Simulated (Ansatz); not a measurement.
Ideal-gas functions of C$_{2}$H$_{4}$OS (`O=CCS`) at 500 K and 1 bar, from an Ansatz frequency run at PBE0-D4/def2-TZVP.

Molar mass 76.12 g/mol, point group Cs (symmetry number 1), electronic degeneracy 1, moments of inertia 34.687, 129.458, 161.048 u Å². Harmonic wavenumbers (cm⁻¹, unscaled): 138, 241, 255, 642, 685, 739, 945, 975, 1002, 1195, 1290, 1402, 1427, 1840, 2674, 2928, 3046, 3082.

Use S(trans) = R[1.5 ln M + 2.5 ln T − 1.1517]; rotational temperatures θ = 24.2544 K / I; S(rot) = R[ln(√π/σ · √(T³/θAθBθC)) + 1.5]; for each mode x = 1.438777 ν̃/T, S = R[x/(eˣ − 1) − ln(1 − e⁻ˣ)] and H = RT x/(eˣ − 1); 1 cm⁻¹ = 0.0119627 kJ/mol; R = 8.31446 J/(mol·K).

Q: By hand: the entropy, in J/(mol·K).

A: Translation 173.6. Rotation: θ = 0.6992, 0.1874, 0.1506 K, giving 111.1. Vibration, mode by mode: 16.05, 11.52, 11.07, 4.30, 3.90, 3.45, 2.16, 2.02, 1.90, 1.22, 0.98, 0.75, 0.71, 0.26, 0.03, 0.02, 0.01, 0.01, in all 60.4. Electronic 0.0. Sum 345.1 J/(mol·K).

Q: By hand: H − E and G − E in kJ/mol, counted from the electronic energy.

A: Zero-point energy ½ × 24506 × 0.0119627 = 146.6; thermal vibration 16.9; translation, rotation and pV give 4 RT = 16.6. H − E = 180.1 kJ/mol, and G − E = 180.1 − 500 × 345.1/1000 = 7.6 kJ/mol.

Vibration gives 18 % of the entropy, 16.0 J/(mol·K) of it from the mode under 150 cm⁻¹: soft modes count most, and the harmonic formula is weakest for them. The sum counts one conformer and one mirror image; others add a mixing term.
